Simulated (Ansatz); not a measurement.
Ansatz (a program for electronic structure) input (B3LYP/6-31G*):

Ansatz 0.2 input:
```yaml
crystal:
  periodic: [false, false, false]
  atoms:
    - {symbol: S, position_ang: [0.00079320, 0.00100761, 0.10355548]}
    - {symbol: H, position_ang: [-0.00003232, 0.98763497, -0.83818046]}
    - {symbol: H, position_ang: [-0.01265884, -1.00375673, -0.81870720]}
basis:
  gaussian:
    orbitals: 6-31G*
hamiltonian:
  xc: {name: B3LYP}
total_charge: 1
magnetization: {spin_polarized: true, initial_magnetization: 1}
phonons: {temperatures: {t_min: 298.15, t_max: 298.15, t_step: 100}}
```

Output:

```
Functional definition: B3LYP
integrals: 0.00 GiB planned
243 factors; integrals over basis functions are off by at most 4.7e-4 eV
mean field: 0.07 GiB planned
mean field evaluation 1: about -10856.5454 eV, gradient 1.2e1 eV
mean field evaluation 2: about -10856.9792 eV, gradient 9.1e0 eV
mean field evaluation 4: about -10857.4553 eV, gradient 1.7e-1 eV
mean field evaluation 8: about -10857.4590 eV, gradient 1.8e-3 eV
mean field -10857.45899372 eV, -399.0042585692 hartree, gradient 1.8e-5 eV, S^2 0.753558; 0 other end points of the search recorded, 0 dependent functions left out
the calculation of the forces begins
reference -10857.45913056 eV, -399.0042635980 hartree; 9, 8 occupied and 14, 15 virtual orbitals, 243 factors
these checks for a lower state are left out or cut short: stability, starts, cluster_reference, orbital_swaps, neighbouring_geometries, increment
integrals: 0.00 GiB planned
243 factors; integrals over basis functions are off by at most 4.7e-4 eV
mean field: 0.07 GiB planned
mean field evaluation 16: about -10857.4589 eV, gradient 5.2e-2 eV
mean field -10857.45893328 eV, -399.0042563482 hartree, gradient 2.4e-6 eV, S^2 0.753561; 0 other end points of the search recorded, 0 dependent functions left out
the calculation of the forces begins
reference -10857.45907017 eV, -399.0042613786 hartree; 9, 8 occupied and 14, 15 virtual orbitals, 243 factors
these checks for a lower state are left out or cut short: stability, starts, cluster_reference, orbital_swaps, neighbouring_geometries, increment
integrals: 0.00 GiB planned
243 factors; integrals over basis functions are off by at most 4.7e-4 eV
mean field: 0.07 GiB planned
mean field -10857.45894056 eV, -399.0042566157 hartree, gradient 2.4e-6 eV, S^2 0.753554; 0 other end points of the search recorded, 0 dependent functions left out
the calculation of the forces begins
reference -10857.45907736 eV, -399.0042616429 hartree; 9, 8 occupied and 14, 15 virtual orbitals, 243 factors
these checks for a lower state are left out or cut short: stability, starts, cluster_reference, orbital_swaps, neighbouring_geometries, increment
integrals: 0.00 GiB planned
243 factors; integrals over basis functions are off by at most 4.7e-4 eV
mean field: 0.07 GiB planned
mean field evaluation 32: about -10857.4590 eV, gradient 6.2e-5 eV
mean field -10857.45895625 eV, -399.0042571923 hartree, gradient 1.4e-6 eV, S^2 0.753555; 0 other end points of the search recorded, 0 dependent functions left out
the calculation of the forces begins
reference -10857.45909306 eV, -399.0042622198 hartree; 9, 8 occupied and 14, 15 virtual orbitals, 243 factors
these checks for a lower state are left out or cut short: stability, starts, cluster_reference, orbital_swaps, neighbouring_geometries, increment
integrals: 0.00 GiB planned
243 factors; integrals over basis functions are off by at most 4.7e-4 eV
mean field: 0.07 GiB planned
mean field -10857.45894977 eV, -399.0042569541 hartree, gradient 1.5e-6 eV, S^2 0.753561; 0 other end points of the search recorded, 0 dependent functions left out
the calculation of the forces begins
reference -10857.45908665 eV, -399.0042619843 hartree; 9, 8 occupied and 14, 15 virtual orbitals, 243 factors
these checks for a lower state are left out or cut short: stability, starts, cluster_reference, orbital_swaps, neighbouring_geometries, increment
integrals: 0.00 GiB planned
243 factors; integrals over basis functions are off by at most 4.7e-4 eV
mean field: 0.07 GiB planned
mean field -10857.45896865 eV, -399.0042576480 hartree, gradient 1.7e-6 eV, S^2 0.753559; 0 other end points of the search recorded, 0 dependent functions left out
the calculation of the forces begins
reference -10857.45910550 eV, -399.0042626769 hartree; 9, 8 occupied and 14, 15 virtual orbitals, 243 factors
these checks for a lower state are left out or cut short: stability, starts, cluster_reference, orbital_swaps, neighbouring_geometries, increment
integrals: 0.00 GiB planned
243 factors; integrals over basis functions are off by at most 4.7e-4 eV
mean field: 0.07 GiB planned
mean field -10857.45897375 eV, -399.0042578354 hartree, gradient 1.6e-6 eV, S^2 0.753556; 0 other end points of the search recorded, 0 dependent functions left out
the calculation of the forces begins
reference -10857.45911059 eV, -399.0042628641 hartree; 9, 8 occupied and 14, 15 virtual orbitals, 243 factors
Total energy: -10857.45913056 eV, -399.0042635980 hartree
Atom 0 at     0.000793     0.001008     0.103555 Å, force    -0.000020    -0.000026    -0.002626 eV/Å
Atom 1 at    -0.000032     0.987635    -0.838180 Å, force     0.000001    -0.001441     0.001327 eV/Å
Atom 2 at    -0.012659    -1.003757    -0.818707 Å, force     0.000019     0.001467     0.001299 eV/Å
Dipole moment:    -0.002670    -0.003392    -0.348622 e Å
Vibrations: 1231.70 2615.51 2628.25 cm⁻¹, zero-point energy 0.401427 eV
```

The blocks after the first are displaced geometries, from whose forces the wavenumbers follow.

The dipole moment of an ion depends on the origin.
